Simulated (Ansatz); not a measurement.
Task: a geometry optimisation of C3H6O2, SMILES COC(C)=O, with the Python package of Ansatz (0.2.0). Give the script and its output. Settings: B3LYP, def2-SVP basis, multiplicity 1, D3BJ dispersion.

```yaml
atoms:
  - { symbol: C, position_ang: [-1.4079, 0.9445, 0.5724] }
  - { symbol: O, position_ang: [-0.6750, -0.1888, 0.3554] }
  - { symbol: C, position_ang: [0.4813, 0.0464, -0.2857] }
  - { symbol: C, position_ang: [1.3375, -1.2306, -0.4443] }
  - { symbol: O, position_ang: [0.9212, 1.1285, -0.6654] }
  - { symbol: H, position_ang: [-0.9224, 1.7172, 1.1964] }
  - { symbol: H, position_ang: [-1.6918, 1.4492, -0.3945] }
  - { symbol: H, position_ang: [-2.3411, 0.7132, 1.0613] }
  - { symbol: H, position_ang: [1.4784, -1.6618, 0.5805] }
  - { symbol: H, position_ang: [2.2154, -1.0424, -0.9225] }
  - { symbol: H, position_ang: [0.6699, -1.9322, -1.0330] }
```

Script `run_opt.py`:
```python
"""Relax the C3H6O2 molecule."""

import warnings

import ansatz as az
import numpy as np

BASIS = "def2-SVP"
XC = "b3lyp"
VDW = "d3bj"


def main() -> None:
    warnings.simplefilter("ignore", az.DeckWarning)

    geometry_ang = [
        ("C", (-1.4079, 0.9445, 0.5724)),
        ("O", (-0.675, -0.1888, 0.3554)),
        ("C", (0.4813, 0.0464, -0.2857)),
        ("C", (1.3375, -1.2306, -0.4443)),
        ("O", (0.9212, 1.1285, -0.6654)),
        ("H", (-0.9224, 1.7172, 1.1964)),
        ("H", (-1.6918, 1.4492, -0.3945)),
        ("H", (-2.3411, 0.7132, 1.0613)),
        ("H", (1.4784, -1.6618, 0.5805)),
        ("H", (2.2154, -1.0424, -0.9225)),
        ("H", (0.6699, -1.9322, -1.033)),
    ]
    c3h6o2 = az.Crystal.molecule()
    for symbol, xyz in geometry_ang:
        c3h6o2 = c3h6o2.atom(symbol, xyz)

    setup = (
        c3h6o2.calculation()
        .basis(gaussian=BASIS)
        .functional(XC, dispersion=VDW)
        .scf(lower_state_search="off")
    )
    symbols = [site.symbol for site in c3h6o2.cartesian_sites]
    start = np.array([site.position_ang for site in c3h6o2.cartesian_sites], dtype=float)
    data = setup.relax(force_tolerance=0.01).run(threads=1, backend="cpu").report
    end = np.array(data["positions_ang"])

    print(f"E = {data['free_energy_ev']:.6f} eV = {data['free_energy_ev'] / 27.211386246:.7f} Ha")
    print("converged:", data["converged"], " doubts:", data["published_state_doubts"] or "none")

    print("bond        before    after (A)")
    for i, j in [(0, 1), (0, 5), (0, 6), (0, 7), (1, 2), (2, 3), (2, 4), (3, 8), (3, 9), (3, 10)]:
        d0, d1 = (np.linalg.norm(xyz[i] - xyz[j]) for xyz in (start, end))
        print(f"{symbols[i]}{i}-{symbols[j]}{j}".ljust(10), f"{d0:8.4f} {d1:8.4f}")
    for i, j, k in [(1, 0, 5), (1, 0, 6), (1, 0, 7), (5, 0, 6), (5, 0, 7), (6, 0, 7), (0, 1, 2), (1, 2, 3)]:
        u, v = end[i] - end[j], end[k] - end[j]
        print(f"angle {symbols[i]}{i}-{symbols[j]}{j}-{symbols[k]}{k}: {np.degrees(np.arccos(np.clip(u @ v / np.linalg.norm(u) / np.linalg.norm(v), -1, 1))):.2f} deg")

    charges = data["charge_distribution"]
    dipole = np.array(charges["dipole_moment_e_ang"]) * 4.803205
    print("dipole (D): {:.3f} {:.3f} {:.3f}, length {:.3f}".format(*dipole, np.linalg.norm(dipole)))
    print("atom  Mulliken   Lowdin")
    for symbol, m, l in zip(symbols, charges["mulliken_charges_e"], charges["lowdin_charges_e"]):
        print(f"{symbol:4s} {m:9.3f} {l:8.3f}")
    with open("c3h6o2_opt.xyz", "w") as handle:
        handle.write(f"{len(symbols)}\nrelaxed C3H6O2\n")
        handle.writelines(f"{s:2s} {x:11.6f} {y:11.6f} {z:11.6f}\n" for s, (x, y, z) in zip(symbols, end))


if __name__ == "__main__":
    main()
```

```console
$ python run_opt.py
E = -7298.127836 eV = -268.2012511 Ha
converged: True  doubts: none
bond        before    after (A)
C0-O1        1.3670   1.4262
C0-H5        1.1055   1.1007
C0-H6        1.1270   1.1007
C0-H7        1.0786   1.0970
O1-C2        1.3429   1.3492
C2-C3        1.5456   1.5079
C2-O4        1.2283   1.2055
C3-H8        1.1207   1.1007
C3-H9        1.0173   1.0961
C3-H10       1.1334   1.1008
angle O1-C0-H5: 110.89 deg
angle O1-C0-H6: 110.90 deg
angle O1-C0-H7: 106.28 deg
angle H5-C0-H6: 108.20 deg
angle H5-C0-H7: 110.29 deg
angle H6-C0-H7: 110.30 deg
angle C0-O1-C2: 115.99 deg
angle O1-C2-C3: 110.99 deg
dipole (D): -1.029 -1.247 0.732, length 1.775
atom  Mulliken   Lowdin
C        0.188    0.107
O       -0.316    0.085
C        0.108   -0.258
C        0.046    0.019
O       -0.232    0.040
H        0.028   -0.016
H        0.028   -0.016
H        0.028   -0.015
H        0.042    0.020
H        0.036    0.013
H        0.042    0.020
```

It writes `c3h6o2_opt.xyz`:
```text
11
relaxed C3H6O2
C    -1.449735    0.999602    0.563509
O    -0.641757   -0.157021    0.355131
C     0.534164    0.048766   -0.273566
C     1.293896   -1.243779   -0.434721
O     0.901378    1.134894   -0.645999
H    -0.920533    1.742046    1.180171
H    -1.712257    1.472970   -0.394888
H    -2.354914    0.653794    1.077689
H     1.475474   -1.697362    0.551606
H     2.245894   -1.050084   -0.942384
H     0.693891   -1.960627   -1.015949
```

These settings explore the input space; basis and method may be short of convergence. The end point is the stationary point reached from this start; no frequency run checks that it is a minimum, and the basis set is modest. The Löwdin charges here are taken after orthogonalising the functions within each atom; they differ from plain Löwdin charges, and their signs can be unphysical. b3lyp holds the VWN-RPA fit, as in Gaussian; the form of ORCA and Turbomole is b3lyp5. It ran for 9.6 s on 1 thread of AMD EPYC 9R45 96-Core Processor (Zen 5) (shared host), peak memory 0.26 GiB.

(Lines on the test bed's own set-up are left out of the output.)
